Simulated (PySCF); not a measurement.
Compound: C5H5F.
SMILES: `C=C(F)C1=CC1`

Torsions of this conformer, `[CH2:1]=[C:2]([F:3])[C:4]1=[CH:5][CH2:6]1`: C1–C2–C4–C5 180°.

The closed-shell ground state was solved at several levels (PySCF, density fitting, gas phase, non-relativistic). One conformer (not necessarily the lowest) at the PBE0-D3(BJ)/def2-SVP geometry, without solvent, vibrations or thermal averaging.

| level | basis functions | HOMO (eV) | LUMO (eV) | gap (eV) | dipole (D) |
| --- | --- | --- | --- | --- | --- |
| CAM-B3LYP/def2-SVPD | 163 | -8.13 | -0.25 | 7.88 | 1.16 |
| B3LYP/pcJ-1 | 212 | -6.65 | -1.47 | 5.18 | 1.07 |
| B3LYP/pcSseg-2 | 286 | -6.67 | -1.55 | 5.12 | 1.09 |

Question: Estimate the row for PBE0/pcSseg-1, a basis of 127 functions; the other rows only guide the guess.

Answer: HOMO -6.86 eV, LUMO -1.28 eV, gap 5.58 eV, dipole 1.07 D.

Question: Over all these levels, which gives the widest orbital gap and which the narrowest?

Answer: CAM-B3LYP/def2-SVPD (range-separated hybrid) has the widest, 7.88 eV, and B3LYP/pcSseg-2 (global hybrid, 20 % exact exchange) the narrowest, 5.12 eV. Functional and basis both differ between the two, so the spread mixes both effects.

Question: How far do the dipole and the HOMO energy spread over the levels?

Answer: The dipole runs from 1.07 to 1.16 D (mean 1.10 D) and the HOMO from -8.13 to -6.65 eV.
